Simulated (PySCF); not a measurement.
Which level of theory gave which numbers?

Species: C3H2ClS2 (charge +1).
Bonds: Cl1–C2, C2–C3 (aromatic), C3–S4 (aromatic), S4–C5 (aromatic), C5–S6 (aromatic), C2–S6 (aromatic). Hydrogens: H7 on C3; H8 on C5.

The closed-shell ground state was solved 7 times with PySCF (density fitting, gas phase), always in the def2-SVPD basis (157 functions), with these functionals: B3LYP, BHandHLYP, CAM-B3LYP, HF, LDA, PBE0 and wB97X-D. Isolated species at its PBE0-D3(BJ)/def2-SVP geometry, gas phase.

| row | total energy (Eh) | HOMO (eV) | LUMO (eV) |
| --- | --- | --- | --- |
| P | -1371.3865 | -12.69 | -8.15 |
| Q | -1371.2874 | -14.71 | -6.31 |
| R | -1371.3022 | -14.13 | -6.91 |
| S | -1368.5608 | -15.13 | -4.64 |
| T | -1371.2578 | -13.82 | -7.06 |
| U | -1370.7843 | -12.95 | -8.01 |
| V | -1366.1075 | -12.02 | -8.91 |

Which functional belongs to which row?

P = B3LYP, Q = wB97X-D, R = CAM-B3LYP, S = HF, T = BHandHLYP, U = PBE0, V = LDA. By rising HOMO–LUMO gap: LDA (LDA) 3.11 eV; B3LYP (global hybrid, 20 % exact exchange) 4.54 eV; PBE0 (global hybrid, 25 % exact exchange) 4.94 eV; BHandHLYP (global hybrid, 50 % exact exchange) 6.76 eV; CAM-B3LYP (range-separated hybrid) 7.22 eV; wB97X-D (range-separated hybrid) 8.40 eV; HF (all exact exchange) 10.49 eV. Total energies of different functionals aren't bounds to one another; each is stationary for its own functional.

The pairwise dispersion term of wB97X-D wasn't added to the energies; at a given geometry it leaves orbitals and properties as they are.
